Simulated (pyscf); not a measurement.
Single points on ωB97X-D3(BJ)/def2-SVP structures (PySCF, gas phase).

### Question
What is the homolytic dissociation enthalpy (298 K, ωB97M-D3(BJ)/def2-TZVP) of the H–Sn bond of HO–GeH₂–SnH₃, to HO–GeH₂–SnH₂• + H•?

### Answer
H–Sn to HO–GeH₂–SnH₂• + H•: 73.3 kcal/mol. The 7 functionals that were run give +68.0 (M06-2X) to +74.7 kcal/mol (ωB97X-D3(BJ)). Other isomers of HO–GeH₂–SnH₂• were not searched in full and may lie lower. Elements up to Kr have no core potential and no relativistic terms here. Elements past Kr carry the def2 core potentials, without spin-orbit coupling.
